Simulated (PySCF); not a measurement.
## Simulated absorption spectrum

C4H5OP.
SMILES: `O=[PH]1C=CC=C1`

Method used: TDDFT PBE0/def2-SVPD, vertical, gas phase, core orbitals frozen in the response (PySCF). Geometry: GFN2-xTB; no solvent, vibrations or thermal averaging.

Computed states:

| state | E (eV) | f |
| --- | --- | --- |
| S1 | 3.95 | 0.0099 |
| S2 | 4.33 | 0.0011 |
| S3 | 4.68 | 0.037 |
| S4 | 6.54 | 0.023 |
| S5 | 6.84 | 0.0051 |
| S6 | 6.91 | 0.0000 |
| S7 | 7.21 | 0.0043 |
| S8 | 7.30 | 0.070 |

Broadening: Gaussians 0.5 eV wide at half height, area fixed by f = 4.319×10⁻⁹ ∫ε dν̃. The cross-section is σ = 3.8235×10⁻²¹ ε cm², given in Mb (10⁻¹⁸ cm²). The width is an assumption, not a result. The curve ends short of the highest state used, and states not computed would add to its high-energy end.

(1) What does the envelope look like, and where are its maxima?

(2) On this curve, what absorbance would a 10⁻⁴ mol/L sample give at 254 nm over a 1 cm path?

(3) Coming from long wavelengths, where does ε first pass 100 L mol⁻¹ cm⁻¹?

(4) Does any computed singlet lie in the visible range?

## Answers

(1) 
| λ (nm) | σ (Mb) |
| --- | --- |
| 185.2 | 4.73 |
| 192.2 | 4.57 |
| 199.1 | 1.66 |
| 206.1 | 0.24 |
| 213.1 | 0.02 |
| 220.0 | 0.00 |
| 227.0 | 0.01 |
| 234.0 | 0.10 |
| 240.9 | 0.65 |
| 247.9 | 2.36 |
| 254.9 | 5.18 |
| 261.8 | 7.41 |
| 268.8 | 7.46 |
| 275.8 | 5.61 |
| 282.7 | 3.50 |
| 289.7 | 2.19 |
| 296.7 | 1.83 |
| 303.6 | 1.96 |
| 310.6 | 2.12 |
| 317.6 | 2.04 |
| 324.5 | 1.71 |
| 331.5 | 1.25 |
| 338.5 | 0.81 |
| 345.4 | 0.48 |
| 352.4 | 0.25 |
| 359.4 | 0.13 |
| 366.3 | 0.06 |
| 373.3 | 0.02 |
| 380.3 | 0.01 |
| 387.2 | 0.00 |

Maxima: 312 nm (3.97 eV), ε about 560, made up of S1 (96%); 265 nm (4.67 eV), ε about 2000, made up of S3 (99%); 189 nm (6.57 eV), ε about 1400, made up of S4 (90%) (ε in L mol⁻¹ cm⁻¹; maxima over ε = 5, shares over 10%).

(2) 254 nm is 4.881 eV, where ε is about 1300 L mol⁻¹ cm⁻¹, so A = ε c l ≈ 0.13 (Beer–Lambert, with the gas-phase spectrum and the assumed width).

(3) At about 348 nm (3.56 eV), 0.39 eV below S1.

(4) No computed singlet lies in the visible range (380 to 750 nm); the lowest, at 314 nm, stands 0.69 eV above its violet end (3.26 eV); a Tamm–Dancoff triplet lies at 491 nm, without intensity as long as spin–orbit coupling is left out.

Hardware: one thread, Arm Neoverse V2 (aarch64), shared host with 32 logical CPUs at a one-minute load of 17. Cost: 15 s of wall time, 0.64 GiB resident at most.
